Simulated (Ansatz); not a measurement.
## Worked example: H$_{3}$C–S⁺, triplet against H$_{3}$C–S, doublet

Geometry (PBE0/def2-TZVP stationary point of a doublet), kept for both states (H3C–S, doublet: A'; H3C–S⁺, triplet: A''):

```xyz
5

C    -0.0073    0.0000    1.1891
S    -0.0002    0.0000   -0.5928
H     1.0435    0.0000    1.5020
H    -0.4747    0.8983    1.5939
H    -0.4747   -0.8983    1.5939
```

Basis cc-pVDZ; Ansatz 0.2.0. Only valence electrons are correlated (noble-gas cores frozen). R marks a restricted (for open shells ROHF) determinant, U an unrestricted one.

Full CI isn't at hand for all of this; UCCSDT(Q) serves as the reference, and is uncertain by about the last step of the cluster series.

```
    level  E(H3C–S, doublet) (hartree)  E(H3C–S⁺, triplet) (hartree)
      UHF                  -437.123197                   -436.822710
     UMP2                  -437.377718                   -437.052388
 UCCSD(T)                  -437.418707                   -437.095550
      PBE                  -437.825024                   -437.492120
   r2SCAN                  -438.004461                   -437.668460
UCCSDT(Q)                  -437.419850                   -437.096816
```

Q: Give the vertical gap, H3C–S⁺ triplet less H3C–S doublet, at each level in eV (1 hartree = 27.2114 eV), and each error against UCCSDT(Q).

A: UCCSDT(Q): (-437.096816 − (-437.419850)) × 27.2114 = 8.790 eV (the reference)
r2SCAN: (-437.668460 − (-438.004461)) × 27.2114 = 9.143 eV, error 0.353 eV
PBE: (-437.492120 − (-437.825024)) × 27.2114 = 9.059 eV, error 0.269 eV
UCCSD(T): (-437.095550 − (-437.418707)) × 27.2114 = 8.794 eV, error 0.004 eV
UMP2: (-437.052388 − (-437.377718)) × 27.2114 = 8.853 eV, error 0.063 eV
UHF: (-436.822710 − (-437.123197)) × 27.2114 = 8.177 eV, error -0.613 eV

Total energies of functionals can't be set beside those of wave-function methods, since they hold the core's correlation and their own absolute errors; only the differences compare.

In so small a basis the reference is far from its limit while semilocal and hybrid functionals are nearer theirs, so the functionals' errors here hold much of the reference's basis and frozen-core error, which can add to them or hide them.

Each level lands on the state that its own search finds. T1 diagnostics of restricted CCSD: 0.013 and 0.021.
